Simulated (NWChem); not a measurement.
Molecule: methyl formate (C$_{2}$H$_{4}$O$_{2}$); SMILES COC=O

```xyz
8

C     -0.5094    -1.3186     0.0026
O      0.6764    -0.5380     0.0014
C      0.5040     0.7806     0.0002
O     -0.5523     1.3438    -0.0002
H     -1.1154    -1.1114    -0.8919
H     -0.1891    -2.3667     0.0086
H     -1.1198    -1.1023     0.8919
H      1.4961     1.2788    -0.0003
```
Atoms are numbered in this order, from 1.

Computed with NWChem. Pople sets run with spherical d functions. All runs use the structure optimised with PBE0/def2-SVP. B3LYP is NWChem's, with the RPA form of VWN correlation. Atomic charges in e: unrestrained fits to the electrostatic potential beside Mulliken populations; buried atoms are poorly determined by the fit.

For level B3LYP/def2-SVP:

```yaml
Mulliken C1: 0.17
Mulliken O2: -0.29
Mulliken C3: 0.25
Mulliken O4: -0.24
```

Task: Estimate the same quantities for level Hartree-Fock/6-31G*.

Result: 
| Item | Result |
|---|---|
| Mulliken C1 | -0.18 |
| Mulliken O2 | -0.61 |
| Mulliken C3 | 0.58 |
| Mulliken O4 | -0.54 |
